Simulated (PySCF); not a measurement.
# C3H3FO2 (trans-CHF=CHCOOH): the cost of one run

Programs: PySCF 2.14.0, with density-fitted response routines of our own. Each step states its level of theory. These are calculated values for one molecule, in the gas phase or a continuum, unless marked as measured. Atoms count from 0, in the outputs and in this text.

### Step 1. Starting geometry

9 atoms, charge 0, multiplicity 1; geometry from: GFN2-xTB. The atoms were then displaced at random by about 0.01 Å, so the start is not that level's minimum.

Bonds of the start (Å): O0–C1 1.22, C1–O2 1.33, C1–C3 1.44, C3–C4 1.36, C4–F5 1.33, O2–H6 1.00, C3–H7 1.08, C4–H8 1.06.

### Step 2. Optimising the geometry at PBE0-D3(BJ)/def2-SVP

The job: settings as JSON, then the geometry in Å.

```
{"job": {"xc": "PBE0", "basis": "def2-SVP", "d3": "d3bj", "grid": 1, "shake": 0.01, "kind": "geom"}, "charge": 0, "multiplicity": 1}
O      1.130670    -1.269900    -0.576030
C      0.899380    -0.183670    -0.059640
O      1.866650     0.615680     0.371210
C     -0.387480     0.416080     0.181320
C     -1.518700    -0.244960    -0.191430
F     -2.737860     0.257070     0.012610
H      2.761260     0.209700     0.212310
H     -0.435890     1.385110     0.657740
H     -1.520230    -1.202270    -0.641810
```

Command:

```
> OMP_NUM_THREADS=1 python probes_run.py task.json out
```

One launch serves the whole session: the jobs run in the order shown.

**Question.** How long does this first job take on 1 thread of Arm Neoverse V2, shared host, and how much memory does it need?

About 24 s, with a peak of 0.39 GiB.
